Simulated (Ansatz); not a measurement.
Harmonic vibrations of C₃⁺ by finite differences.

```yaml
crystal:
  periodic: [false, false, false]
  atoms:
    - {symbol: C, position_ang: [-0.612959, -0.440079, -1.044150]}
    - {symbol: C, position_ang: [0.704795, 0.508364, 0.909873]}
    - {symbol: C, position_ang: [-0.091826, -0.068286, 0.134276]}
basis:
  gaussian: {orbitals: def2-TZVP}
total_charge: 1
magnetization: {spin_polarized: true, initial_magnetization: 1}
hamiltonian: {xc: r2scan, dispersion: d4}
scf: {omitted_lower_state_checks: [starts]}
phonons: {temperatures: {t_min: 298.15, t_max: 900, t_step: 200}}
```

```sh
$ ansatz run in.yaml --threads 4 --pin off --events-out ev --progress --plain --max-ram 3916MiB
```

Shortened log:

```
Functional definition: r2SCAN
mean field -3090.55592833 eV, -113.5758355120 hartree, gradient 2.4e-5 eV, S^2 1.070565; 0 other end points of the search recorded, 0 dependent functions left out
mean field -3090.55589315 eV, -113.5758342193 hartree, gradient 2.2e-6 eV, S^2 1.070924; 0 other end points of the search recorded, 0 dependent functions left out
mean field -3090.55589181 eV, -113.5758341701 hartree, gradient 2.8e-6 eV, S^2 1.070191; 0 other end points of the search recorded, 0 dependent functions left out
mean field -3090.55586797 eV, -113.5758332941 hartree, gradient 2.9e-6 eV, S^2 1.070950; 0 other end points of the search recorded, 0 dependent functions left out
mean field -3090.55586734 eV, -113.5758332706 hartree, gradient 3.0e-6 eV, S^2 1.070173; 0 other end points of the search recorded, 0 dependent functions left out
mean field -3090.55579172 eV, -113.5758304918 hartree, gradient 2.9e-6 eV, S^2 1.072761; 0 other end points of the search recorded, 0 dependent functions left out
mean field -3090.55579031 eV, -113.5758304398 hartree, gradient 3.0e-6 eV, S^2 1.068369; 0 other end points of the search recorded, 0 dependent functions left out
mean field -3090.55588366 eV, -113.5758338705 hartree, gradient 2.7e-6 eV, S^2 1.071728; 0 other end points of the search recorded, 0 dependent functions left out
mean field -3090.55588410 eV, -113.5758338865 hartree, gradient 2.9e-6 eV, S^2 1.069395; 0 other end points of the search recorded, 0 dependent functions left out
mean field -3090.55576072 eV, -113.5758293527 hartree, gradient 2.9e-6 eV, S^2 1.067991; 0 other end points of the search recorded, 0 dependent functions left out
mean field -3090.55576352 eV, -113.5758294554 hartree, gradient 2.2e-6 eV, S^2 1.073117; 0 other end points of the search recorded, 0 dependent functions left out
mean field -3090.55582547 eV, -113.5758317322 hartree, gradient 3.0e-6 eV, S^2 1.069002; 0 other end points of the search recorded, 0 dependent functions left out
mean field -3090.55582577 eV, -113.5758317431 hartree, gradient 2.8e-6 eV, S^2 1.072112; 0 other end points of the search recorded, 0 dependent functions left out
Total energy: -3090.56291947 eV, -113.5760924318 hartree
Atom 0 at    -0.612959    -0.440079    -1.044150 Å, force     0.000302     0.000218     0.000356 eV/Å
Atom 1 at     0.704795     0.508364     0.909873 Å, force    -0.000017    -0.000011    -0.000233 eV/Å
Atom 2 at    -0.091826    -0.068286     0.134276 Å, force    -0.000285    -0.000208    -0.000123 eV/Å
Dipole moment:     0.179072     0.128747     0.282675 e Å
Vibrations: 175.20 1209.65 1994.03 cm⁻¹, zero-point energy 0.209464 eV
Checks for a lower state left out: starts
```

Run time 9 s (4 threads of Arm Neoverse V2 on a shared host).

The charge 1 doublet is spin-contaminated (final ⟨S²⟩ up to 1.07, 0.75 for a pure state). The structure comes from a short search, and lower isomers may exist.
